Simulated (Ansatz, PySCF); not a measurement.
System: C3H3, charge 0, doublet. C3H3 (SMILES [C]1=CC1, doublet).
B3LYP-D3(BJ)/def2-TZVP minimum from Ansatz (an electronic-structure program):
```xyz
6

C     -0.0052    -0.1070     0.8407
C     -0.0136    -0.6985    -0.5211
C      0.0146     0.5694    -0.6193
H      0.9105    -0.0873     1.4256
H     -0.9230    -0.0470     1.4195
H      0.0376     1.5512    -1.0470
```
Charge 0, spin multiplicity 2.

Atomisation energy term by term, kcal/mol (programs: Ansatz). Open shells are spin-unrestricted; no spin-orbit coupling. Cores are frozen in correlated methods. Rows without X2C or -DK are non-relativistic. CBS(X,Y): correlation extrapolated as X^-3, Hartree-Fock from the larger set. A bracket is a step between two methods taken in the basis named. '+ core + X2C': CCSD(T) terms for core correlation (cc-pwCVTZ) and scalar relativity (cc-pVTZ-DK). For partners of very few electrons the exact lower level stands in for a higher one. The UHF reference of C3H3 ([C]1=CC1, doublet) is spin-contaminated (<S^2> up to 0.14 over the pure value in the sets run).

```tsv
term	basis	kcal/mol
Hartree-Fock	aug-cc-pVQZ	403.63
CCSD correlation	CBS(aug-cc-pVTZ,aug-cc-pVQZ)	146.77
(T)	CBS(aug-cc-pVTZ,aug-cc-pVQZ)	12.74
CCSDT(Q) - CCSD(T)	aug-cc-pVDZ	0.78
core correlation	cc-pwCVTZ	3.05
scalar relativity	X2C, cc-pVTZ-DK	-0.46
minus zero-point energy	Hessian by PySCF at B3LYP-D3(BJ)/def2-TZVP	-26.98
sum: D0		539.5
```
